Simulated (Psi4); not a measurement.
# One shape, several levels: Si2NH7 (SMILES [SiH3]N[SiH3])

Aim: a comparison of 6 runs (BHLYP/6-31G*, M06-2X/6-31G*, PBE0/6-31G*, SVWN5/6-31G*, r2SCAN/6-31G*, MP2/6-31G*) of Si2NH7. 

The calculation is run with Psi4 1.11.

1 further run of the same task is left out (set aside as unsound or not needed).

## Step 1: The system as given

Si2NH7 has 10 atoms, charge 0, and is taken as a singlet. As SMILES, `[SiH3]N[SiH3]`. The Si3–H9 distance was set to 3.275 Å, away from the relaxed value. At this shape a bond of the SMILES string is far longer than usual.

Bond lengths: Si1–N2 1.726 Å, N2–Si3 1.726 Å, Si1–H4 1.484 Å, Si1–H5 1.490 Å, Si1–H6 1.488 Å, N2–H7 1.011 Å, Si3–H8 1.484 Å, Si3–H10 1.490 Å. Some angles: Si1–N2–Si3 128.9°, Si1–N2–H7 115.5°, Si3–N2–H7 115.5°, N2–Si1–H4 107.4°, N2–Si1–H5 112.6°, N2–Si1–H6 110.9°, N2–Si3–H8 107.4°, N2–Si3–H10 112.6°, H4–Si1–H5 109.0°, H4–Si1–H6 109.8°.

## Step 2: A single-point energy at BHLYP/6-31G(d) (spherical functions) (run 1)

Input file job.py:

```python
import psi4

psi4.set_memory(2200000000)
psi4.set_num_threads(1)
psi4.set_output_file('h7nsi2.out', False)

mol = psi4.geometry("""
0 1
Si    -0.924489     1.127710    -2.623546
N      0.238301     0.869730    -1.374886
Si     1.114141    -0.565940    -0.988166
H     -1.255299    -0.197940    -3.201796
H     -0.413969     2.014680    -3.706146
H     -2.155969     1.762880    -2.079996
H      0.480301     1.686610    -0.830616
H      0.521401    -1.672970    -1.778296
H      0.897240    -1.243020     2.208320
H      2.563141    -0.457860    -1.316876
symmetry c1
""")

psi4.set_options({
    'basis': '6-31G*',
    'reference': 'rks',
    'puream': True,
    'e_convergence': 1e-09,
    'd_convergence': 1e-08,
    'scf_type': 'pk',
    'dft_radial_points': 99,
    'dft_spherical_points': 590,
})

result, w = psi4.energy('BHHLYP', return_wfn=True)
psi4.oeprop(w, 'MULLIKEN_CHARGES', 'QUADRUPOLE', 'MAYER_INDICES', title='BHHLYP')
print('E =', round(result, 9))
```

Command:

```bash
$ python job.py
```

h7nsi2.out:

```text
[...]
  Running in c1 symmetry.
[...]
  Nuclear repulsion =  152.886275098246131
[...]
  Multiplicity = 1
[...]
  Nalpha       = 21
  Nbeta        = 21
[...]
    Number of basis functions: 64
[...]
   @RKS iter   1:  -637.51304049379075   -4.66831e-01   9.73062e-03 DIIS/ADIIS
[...]
   @RKS iter  12:  -637.71863858346114   -3.97904e-12   2.82427e-09 DIIS
[...]
  @RKS Final Energy:  -637.71863858346114
   => Energetics <=
    Nuclear Repulsion Energy =            152.8862750982461307
    One-Electron Energy =               -1184.0167728930177873
    Two-Electron Energy =                 419.7926041096373524
    DFT Exchange-Correlation Energy =     -26.3807448983268316
    Empirical Dispersion Energy =           0.0000000000000000
    VV10 Nonlocal Energy =                  0.0000000000000000
    Total Energy =                       -637.7186385834611428
[...]
 Multipole Moments:
 ------------------------------------------------------------------------------------
     Multipole            Electronic (a.u.)      Nuclear  (a.u.)        Total (a.u.)
 ------------------------------------------------------------------------------------
 L = 1.  Multiply by 2.5417464519 to convert [e a0] to [Debye]
 Dipole X            :          0.2359653           -0.1956003            0.0403649
 Dipole Y            :          1.4907293           -0.7715125            0.7192168
 Dipole Z            :         -2.2711830            1.1286124           -1.1425706
 Magnitude           :                                                    1.3506923
 L = 2.  Multiply by 1.3450342976 to convert [e a0^2] to [Debye ang]
 Quadrupole XX       :       -182.8017204          155.0859316          -27.7157887
 Quadrupole XY       :        109.8409986         -109.2034392            0.6375594
[...]
  Mulliken Charges: (a.u.)
   Center  Symbol    Alpha    Beta     Spin     Total
       1    SI     6.69085  6.69085  0.00000  0.61830
       2     N     3.95325  3.95325  0.00000 -0.90649
       3    SI     6.74301  6.74301  0.00000  0.51399
       4     H     0.54855  0.54855  0.00000 -0.09710
       5     H     0.55096  0.55096  0.00000 -0.10193
       6     H     0.54945  0.54945  0.00000 -0.09891
       7     H     0.30914  0.30914  0.00000  0.38171
       8     H     0.53432  0.53432  0.00000 -0.06864
       9     H     0.58703  0.58703  0.00000 -0.17406
      10     H     0.53344  0.53344  0.00000 -0.06688
[...]
```

The script printed:

```text
E = -637.718638583
```

Wall time 17 s (1 thread of Intel Xeon at 2.70GHz, shared host); peak memory 1.1 GiB.

## Step 3: The energy at M06-2X/6-31G(d) (spherical functions) (run 2)

Input file run_ase.py:

```python
import numpy as np
from ase.calculators.psi4 import Psi4
from ase import Atoms

atoms = Atoms(['Si', 'N', 'Si', 'H', 'H', 'H', 'H', 'H', 'H', 'H'], positions=[
    [-0.924489, 1.127710, -2.623546],
    [0.238301, 0.869730, -1.374886],
    [1.114141, -0.565940, -0.988166],
    [-1.255299, -0.197940, -3.201796],
    [-0.413969, 2.014680, -3.706146],
    [-2.155969, 1.762880, -2.079996],
    [0.480301, 1.686610, -0.830616],
    [0.521401, -1.672970, -1.778296],
    [0.897240, -1.243020, 2.208320],
    [2.563141, -0.457860, -1.316876],
])
calc = Psi4(atoms=atoms, method='m06-2x', basis='6-31G*', memory='2200MB', num_threads=1, charge=0, multiplicity=1, label='calc')
calc.psi4.set_options({'puream': True, 'e_convergence': 1e-09, 'd_convergence': 1e-08, 'scf_type': 'pk', 'dft_radial_points': 99, 'dft_spherical_points': 590})
atoms.calc = calc

print(f'energy: {atoms.get_potential_energy():.6f} eV')
```

Command:

```bash
$ python run_ase.py
```

calc.dat:

```text
[...]
  Running in c1 symmetry.
[...]
  Nuclear repulsion =  152.886275098246131
[...]
  Multiplicity = 1
[...]
  Nalpha       = 21
  Nbeta        = 21
[...]
    Number of basis functions: 64
[...]
   @RKS iter   1:  -637.43308779018980   -3.68069e-01   9.95128e-03 ADIIS/DIIS
[...]
   @RKS iter  12:  -637.67210038623978   -5.68434e-12   3.77907e-09 DIIS
[...]
    Orbital Energies [Eh]
    ---------------------
    Doubly Occupied:
       1A    -67.066574     2A    -67.025222     3A    -14.768609
       4A     -5.608436     5A     -5.573647     6A     -3.917066
       7A     -3.915406     8A     -3.914473     9A     -3.881965
      10A     -3.880941    11A     -3.880486    12A     -0.974839
      13A     -0.643214    14A     -0.628161    15A     -0.524421
      16A     -0.468047    17A     -0.446946    18A     -0.422724
      19A     -0.410454    20A     -0.355382    21A     -0.241500
[...]
  @RKS Final Energy:  -637.67210038623978
   => Energetics <=
    Nuclear Repulsion Energy =            152.8862750982461307
    One-Electron Energy =               -1184.2234947269610075
    Two-Electron Energy =                 418.0083548053192430
    DFT Exchange-Correlation Energy =     -24.3432355628441925
    Empirical Dispersion Energy =           0.0000000000000000
    VV10 Nonlocal Energy =                  0.0000000000000000
    Total Energy =                       -637.6721003862397765
[...]
 Multipole Moments:
 ------------------------------------------------------------------------------------
     Multipole            Electronic (a.u.)      Nuclear  (a.u.)        Total (a.u.)
 ------------------------------------------------------------------------------------
 L = 1.  Multiply by 2.5417464519 to convert [e a0] to [Debye]
 Dipole X            :          0.2250551           -0.1956003            0.0294548
 Dipole Y            :          1.4641460           -0.7715125            0.6926335
 Dipole Z            :         -2.1670334            1.1286124           -1.0384209
 Magnitude           :                                                    1.2485699
[...]
```

Standard output:

```text
energy: -17351.941681 eV
```

Wall time 41 s (1 thread of Intel Xeon at 2.70GHz, shared host); peak memory 1.4 GiB.

Runs 3 to 5 aren't shown in full; the table further down has their settings and results.

## Step 4: The energy at MP2/6-31G(d) (spherical functions) (run 6)

Input file h7nsi2.inp:

```
memory 2.2 GB

molecule m {
  0 1
  Si
  N 1 1.725626
  Si 2 1.725629 1 128.94281
  H 1 1.483629 2 107.37908 3 10.1699
  H 1 1.489755 4 108.97528 2 122.21035
  H 1 1.488432 4 109.82499 5 117.08941
  H 2 1.010983 1 115.47104 4 -173.90176
  H 3 1.483631 2 107.37706 7 173.95868
  H 3 3.2746 8 109.82301 2 120.70541
  H 3 1.489742 8 108.97874 2 -122.20592
  symmetry c1
  no_reorient
  no_com
}

set {
  basis 6-31G*
  puream true
  e_convergence 1e-09
  d_convergence 1e-08
  scf_type pk
  num_frozen_docc 11
  mp2_type conv
}

result = energy("mp2")
```

Command:

```bash
$ psi4 -n 1 h7nsi2.inp h7nsi2.out
```

h7nsi2.out:

```text
[...]
  Running in c1 symmetry.
[...]
  Nuclear repulsion =  152.886298360758246
[...]
  Multiplicity = 1
[...]
  Nalpha       = 21
  Nbeta        = 21
[...]
    Number of basis functions: 64
[...]
   @RHF iter   1:  -636.08995506635426   -7.70293e-01   6.30115e-03 DIIS/ADIIS
[...]
   @RHF iter  11:  -636.18877522247283   -2.84217e-12   4.60858e-09 DIIS
[...]
    Orbital Energies [Eh]
    ---------------------
    Doubly Occupied:
       1A    -68.857070     2A    -68.794383     3A    -15.578362
       4A     -6.208686     5A     -6.154272     6A     -4.314681
       7A     -4.313835     8A     -4.313180     9A     -4.260451
      10A     -4.259887    11A     -4.259405    12A     -1.169055
      13A     -0.757943    14A     -0.740160    15A     -0.624153
      16A     -0.560121    17A     -0.538187    18A     -0.509128
      19A     -0.493059    20A     -0.435814    21A     -0.274468
[...]
  @RHF Final Energy:  -636.18877522247283
   => Energetics <=
    Nuclear Repulsion Energy =            152.8862983607582464
    One-Electron Energy =               -1183.3175484194696310
    Two-Electron Energy =                 394.2424748362385571
    Total Energy =                       -636.1887752224728274
[...]
 Multipole Moments:
 ------------------------------------------------------------------------------------
     Multipole            Electronic (a.u.)      Nuclear  (a.u.)        Total (a.u.)
 ------------------------------------------------------------------------------------
 L = 1.  Multiply by 2.5417464519 to convert [e a0] to [Debye]
 Dipole X            :          2.1982498           -1.0608698            1.1373800
 Dipole Y            :          0.6834432           -0.3761540            0.3072893
 Dipole Z            :         -1.8772419            0.8001996           -1.0770423
 Magnitude           :                                                    1.5962707
[...]
	SCS-MP2 Total Energy (a.u.)        :  -636.54627023803539
	SOS-MP2 Total Energy (a.u.)        :  -636.52342986660381
	SCSN-MP2 Total Energy (a.u.)       :  -636.30937238363128
[...]
	SOS-PI-MP2 Total Energy (a.u.)     :  -636.57920564062567
[...]
	MP2 Total Energy (a.u.)            :  -636.53617520687658
[...]
```

Wall time 5.1 s (1 thread of Intel Xeon at 2.70GHz, shared host); peak memory 0.25 GiB.

## Step 5: Overview of the runs

| run | level | task | frozen core orbitals | energy (Eh) | dipole moment (D) | HOMO energy (eV) | LUMO energy (eV) | wall time |
| --- | --- | --- | --- | --- | --- | --- | --- | --- |
| 1 | BHLYP/6-31G* (spherical functions) | energy | 0 | -637.718639 | 3.43 | -6.53 | -2.33 | 17 s |
| 2 | M06-2X/6-31G* (spherical functions) | energy | 0 | -637.672100 | 3.17 | -6.57 | -2.36 | 41 s |
| 3 | PBE0/6-31G* (spherical functions) | energy | 0 | -637.447023 | 3.20 | -5.88 | -3.08 | 29 s |
| 4 | SVWN5/6-31G* (spherical functions) | gradient | 0 | -634.941491 | 2.91 | -5.08 | -3.68 | 19 s |
| 5 | r2SCAN/6-31G* (spherical functions) | energy | 0 | -637.680369 | 3.27 | -5.27 | -3.69 | 64 s |
| 6 | MP2/6-31G* (spherical functions) | energy | 11 | -636.536175 | – | -7.47 | -0.24 | 5.1 s |

## Step 6: Outcome

| quantity | value |
| --- | --- |
| run 6: total energy | -636.53618 Eh |
| run 6: HOMO energy (Hartree–Fock orbitals) | -7.47 eV |
| run 6: LUMO energy (Hartree–Fock orbitals) | -0.24 eV |
| run 6: HOMO–LUMO gap (Hartree–Fock orbitals) | 7.23 eV |
| run 6: correlation energy (11 core orbitals frozen) | -347.4 mEh |

In words: Over runs 1, 2, 3, 4, 5 the dipole moment (its size) runs from 2.91 D (SVWN5/6-31G*) to 3.43 D (BHLYP/6-31G*). Over runs 1, 2, 3, 4, 5 the HOMO–LUMO gap runs from 1.40 eV (SVWN5/6-31G*) to 4.21 eV (M06-2X/6-31G*). Totals of different functionals can't be ranked against each other. In runs 1, 2, 3, 4, 5, 6 a closed-shell determinant meets a far-stretched bond, which it describes badly. All runs together took 2.9 min, the longest 64 s.
